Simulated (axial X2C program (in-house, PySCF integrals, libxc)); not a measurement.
# PO⁺: properties at the nuclei

Computed with an in-house all-electron X2C program for linear molecules (integrals from PySCF): two-component X2C with atomic mean-field Coulomb and Gaunt terms, Gaussian nuclei, basis P dyall-v3z, O dyall-av3z with contracted cores.

R = 1.429 Å (near the PBE0 minimum at charge 1 of the determinant lowest at the starting distance; the state shown can have its own minimum elsewhere).

Input and command:
```json
{"zs": [15, 8], "q": 1, "bas": ["dyall-v3z", "dyall-av3z"], "r0": 1.59, "levels": ["PBE0", "HF", "BHandHLYP", "PBE", "TPSSh"], "nst": 3}
```
```bash
python soeom.py task.json out
```

Keys: zs atomic numbers; q charge; bas basis sets; r0 starting distance in Å; levels methods; nst determinants followed.

Determinant lowest in the PBE0 search, Ω = 0 (closed shell), highest spinor 47% O p, 27% P p, 16% P s:

```tsv
level	qzz P (a.u.)	qzz O (a.u.)
PBE0	-2.64	-0.85
HF	-3.12	-0.85
BHandHLYP	-2.83	-0.88
PBE	-2.48	-0.84
TPSSh	-2.52	-0.88
```

qzz is the electric field gradient, eQq0 = 234.96 MHz × Q/barn × qzz. The operators were transformed with the bare-nucleus X2C matrices; with these basis sets, hyperfine constants and field gradients can be off by tens of per cent, and where levels differ in sign neither size nor sign is settled.

(1) With Q(17O) = -0.02558 barn (Q from Pyykkö, Mol. Phys. 2018), turn the PBE0 values of the first state into constants in MHz.

Each state is one determinant with collinear spin. The search compared states at one distance, so a state with another bond length can lie lower.

## Answers

(1) eQq0(17O) = 234.96 × (-0.02558) × (-0.85) = 5.11 MHz.
